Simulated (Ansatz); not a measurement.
These are B3LYP-D3(BJ)/def2-TZVP in Ansatz (a first-principles code) values and carry that method's errors. No frequencies were computed at this level.

Ansatz 0.2 input:
```yaml
crystal:
  periodic: [false, false, false]
  atoms:
    - { symbol: C, position_ang: [-0.037704, 0.335667, 0.0] }
    - { symbol: O, position_ang: [1.039456, -0.1463, -0.000003] }
    - { symbol: H, position_ang: [-1.001751, -0.189367, 0.000004] }
basis:
  gaussian: { orbitals: def2-tzvp }
hamiltonian:
  xc: b3lyp
  dispersion: d3bj
relax:
  max_steps: 150
magnetization:
  spin_polarized: true
  initial_magnetization: 1
```

Output:

```
Functional definition: B3LYP
375 factors; their error is unknown
mean field evaluation 1: about -3097.1517 eV, gradient 2.6e1 eV
mean field evaluation 2: about -3091.0202 eV, gradient 4.9e1 eV
mean field evaluation 4: about -3099.4617 eV, gradient 1.1e0 eV
mean field evaluation 8: about -3099.4720 eV, gradient 2.6e-2 eV
mean field evaluation 16: about -3099.4720 eV, gradient 1.7e-5 eV
mean field -3099.47200450 eV, -113.9034952678 hartree, gradient 1.7e-5 eV, S^2 0.753244; 0 other end points of the search recorded, 0 dependent functions left out
reference -3099.47217585 eV, -113.9035015648 hartree; 8, 7 occupied and 60, 61 virtual orbitals, 375 factors
relax step   1: F+E_penalty+E_count = -3099.50464901 eV  Δ(F+E_penalty+E_count) = +0.000e0 eV  max|allowed force component| = 1.211e0 eV/Å  Δτ_max = 0.0000 Å  (30 SCF iters, accepted)
these checks for a lower state are left out or cut short: starts, cluster_reference, orbital_swaps, neighbouring_geometries, increment
375 factors; their error is unknown
mean field -3099.48471226 eV, -113.9039622694 hartree, gradient 9.0e-6 eV, S^2 0.753305; 0 other end points of the search recorded, 0 dependent functions left out
reference -3099.48488383 eV, -113.9039685743 hartree; 8, 7 occupied and 60, 61 virtual orbitals, 375 factors
relax step   2: F+E_penalty+E_count = -3099.51736534 eV  Δ(F+E_penalty+E_count) = -1.272e-2 eV  max|allowed force component| = 3.790e-1 eV/Å  Δτ_max = 0.0105 Å  (34 SCF iters, accepted)
these checks for a lower state are left out or cut short: starts, cluster_reference, orbital_swaps, neighbouring_geometries, increment
375 factors; their error is unknown
mean field evaluation 32: about -3099.4886 eV, gradient 7.8e-6 eV
mean field -3099.48861248 eV, -113.9041055998 hartree, gradient 7.8e-6 eV, S^2 0.753407; 0 other end points of the search recorded, 0 dependent functions left out
reference -3099.48878433 eV, -113.9041119151 hartree; 8, 7 occupied and 60, 61 virtual orbitals, 375 factors
relax step   3: F+E_penalty+E_count = -3099.52127368 eV  Δ(F+E_penalty+E_count) = -3.908e-3 eV  max|allowed force component| = 3.200e-2 eV/Å  Δτ_max = 0.0114 Å  (34 SCF iters, accepted)
these checks for a lower state are left out or cut short: starts, cluster_reference, orbital_swaps, neighbouring_geometries, increment
375 factors; their error is unknown
mean field -3099.48869814 eV, -113.9041087479 hartree, gradient 8.4e-6 eV, S^2 0.753414; 0 other end points of the search recorded, 0 dependent functions left out
reference -3099.48887005 eV, -113.9041150652 hartree; 8, 7 occupied and 60, 61 virtual orbitals, 375 factors
relax step   4: F+E_penalty+E_count = -3099.52136260 eV  Δ(F+E_penalty+E_count) = -8.892e-5 eV  max|allowed force component| = 2.858e-2 eV/Å  Δτ_max = 0.0020 Å  (36 SCF iters, accepted)
these checks for a lower state are left out or cut short: starts, cluster_reference, orbital_swaps, neighbouring_geometries, increment
375 factors; their error is unknown
mean field -3099.48870343 eV, -113.9041089422 hartree, gradient 8.4e-6 eV, S^2 0.753416; 0 other end points of the search recorded, 0 dependent functions left out
reference -3099.48887535 eV, -113.9041152599 hartree; 8, 7 occupied and 60, 61 virtual orbitals, 375 factors
relax step   5: F+E_penalty+E_count = -3099.52136792 eV  Δ(F+E_penalty+E_count) = -5.318e-6 eV  max|allowed force component| = 1.942e-3 eV/Å  Δτ_max = 0.0003 Å  (35 SCF iters, accepted)
375 factors; their error is unknown
mean field evaluation 64: about -3099.4887 eV, gradient 2.0e-4 eV
mean field -3099.48870343 eV, -113.9041089422 hartree, gradient 3.6e-5 eV, S^2 0.753416; 1 other end points of the search recorded, 0 dependent functions left out
reference -3099.48887535 eV, -113.9041152599 hartree; 8, 7 occupied and 60, 61 virtual orbitals, 375 factors
Total energy: -3099.52153983 eV, -113.9053156576 hartree
Atom 0 at    -0.026372     0.356193    -0.000000 Å, force    -0.000046    -0.001942     0.000000 eV/Å
Atom 1 at     1.028887    -0.153319    -0.000003 Å, force    -0.001483     0.000884     0.000000 eV/Å
Atom 2 at    -1.002514    -0.202874     0.000004 Å, force     0.001530     0.001058    -0.000000 eV/Å
Dipole moment:    -0.331187    -0.063226     0.000001 e Å
```

Cost: very roughly 7 core-seconds.
